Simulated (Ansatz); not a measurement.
Coupled-cluster diagnostics for Mg₃H₄ (the lowest singlet isomer of a short search), Ansatz.

Geometry of the singlet (r2SCAN-D4/def2-TZVP):

```xyz
7

Mg    1.0152   -0.2937   -0.9846
Mg    0.9444    1.8960    1.6198
Mg   -1.3339   -0.3417    0.4374
H     2.5313   -0.1423   -1.7557
H    -0.6950    0.4608   -1.1319
H    -2.7270   -0.2553    1.4214
H     0.2649   -1.3239    0.3936
```

Correlated methods freeze 3 core orbitals; core or outer-core shells of Mg are correlated, in sets that lack core-valence functions. In the quintet, H4 and H7 lie 0.77 Å apart (atoms count from 1), so H2 has formed as a molecule. The structure comes from a short search, and lower isomers may exist.

Geometry of the charge 0 triplet (r2SCAN-D4/def2-TZVP):

```xyz
7

Mg   -1.1022   -1.4112    0.9431
Mg    2.1606   -0.1115   -0.9221
Mg   -0.4096    0.8544   -0.0942
H     0.7001   -0.8960   -0.0095
H    -1.6974   -0.3330   -0.6139
H     1.0596    1.4940   -0.9531
H    -0.7111    0.4033    1.6497
```

Geometry of the charge 0 quintet (r2SCAN-D4/def2-TZVP):

```xyz
7

Mg    1.267   -0.967    0.970
Mg    2.208    1.788    0.067
Mg   -0.617    1.407   -0.502
H    -0.746   -1.851    0.451
H     1.097    0.321   -0.448
H    -2.079    0.530   -0.759
H    -1.131   -1.228    0.220
```

(1) Estimate the CCSD(T) correlation energy, the shares of MP2 and (T), T1 and the reference's ⟨S²⟩ for: charge 0, singlet, own geometry in def2-TZVPP; charge 0, triplet, own geometry in def2-TZVPP; charge 0, quintet, own geometry in def2-TZVPP; charge 1, doublet, vertical in def2-TZVPP; and the rough time on 4 threads of Arm Neoverse V2 on a shared host.

Results:

(1) 
| state | basis | correlation (eV) | MP2 share (%) | (T) share (%) | T1 | ⟨S²⟩ (pure) | wall time |
| --- | --- | --- | --- | --- | --- | --- | --- |
| charge 0, singlet, own geometry | def2-TZVPP | -18.997 | 91.2 | 1.2 | 0.007 | 0.00 (0.00) | 30 s |
| charge 0, triplet, own geometry | def2-TZVPP | -18.390 | 91.8 | 1.2 | 0.011 | 2.00 (2.00) | 2.2 min |
| charge 0, quintet, own geometry | def2-TZVPP | -17.965 | 91.7 | 1.3 | 0.015 | 6.00 (6.00) | 2.3 min |
| charge 1, doublet, vertical | def2-TZVPP | -18.073 | 91.7 | 1.1 | 0.011 | 0.75 (0.75) | 2.3 min |
Customary marks for T1 are 0.02 (closed shells), 0.045 (open shells) and about 0.05 (3d metals). T1 stays under 0.02 throughout.
